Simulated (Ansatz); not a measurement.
hcp Tm, treated with r²SCAN-D4 (plane waves, PAW; Ansatz, a first-principles code).

Settings: plane-wave cutoff 500 eV, 24×24×14 k mesh (along the axes of the cell as run), Fermi–Dirac smearing 0.1 eV, spin-polarised with parallel moments, scalar-relativistic PAW data made under PBE.

Cell (relaxed at this level):

```
CELL_PARAMETERS angstrom
      1.80649    -3.12894     0.00000
      1.80649     3.12894     0.00000
      0.00000     0.00000     5.84121
ATOMIC_POSITIONS crystal
  Tm 0.33333 0.66667 0.25000
  Tm 0.66667 0.33333 0.75000
```

Q: Predict the magnetic moment per atom (the cell's total over its atoms).

A: 
- magnetic moment per atom (the cell's total over its atoms) = 1.57 μB

Note: the 4f shell is treated without U or exact exchange, so its levels and filling can be wrong; the collinear magnetic order is the start's and need not be the measured one.

Moments are spin moments.

Spin–orbit coupling is not included.

Computed values are for the static lattice.

It cost roughly 40 core-minutes of CPU time.
